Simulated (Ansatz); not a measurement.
Reaction: C2H4NO (SMILES [CH2]C(N)=O, doublet) → C2H4NO (SMILES C([NH])(C)=O, doublet)
Each species at its own B3LYP-D3(BJ)/def2-TZVP minimum (Ansatz, a quantum-chemistry and plane-wave program), one conformer.

Property: isomerisation energy (electronic), in kcal/mol. Radicals and triplets start from unrestricted determinants; spin-orbit coupling is neglected. CBS(X,Y): correlation extrapolated as X^-3, Hartree-Fock from the larger set. A bracket is a step between two methods taken in the basis named. Functionals run without relativity, which enters their misses. '+ core + X2C': CCSD(T) terms for core correlation (cc-pwCVTZ) and scalar relativity (cc-pVTZ-DK). The UHF reference of C2H4NO ([CH2]C(N)=O, doublet) is spin-contaminated (<S^2> up to 0.05 over the pure value in the sets run). The UHF reference of C2H4NO (CC([NH])=O, doublet) is spin-contaminated (<S^2> up to 0.14 over the pure value in the sets run).

CCSD(T)/CBS(cc-pVTZ,cc-pVQZ) + [CCSDT(Q) - CCSD(T)]/cc-pVDZ + core + X2C (Ansatz) gives 13.5 kcal/mol.

**Question.** How far off this value is PBE/def2-TZVPD (Ansatz), in which direction, and how far these levels: B3LYP/def2-TZVPD, wB97M-V/def2-TZVPD, CCSD(T)/CBS(cc-pVTZ,cc-pVQZ) + core + X2C?

**Answer.** PBE gives 11.4 kcal/mol, 2.1 kcal/mol below it. Differences of the others: B3LYP/def2-TZVPD (Ansatz) -0.5; wB97M-V/def2-TZVPD (Ansatz) 0.5; CCSD(T)/CBS(cc-pVTZ,cc-pVQZ) + core + X2C (Ansatz) 0.6 kcal/mol.
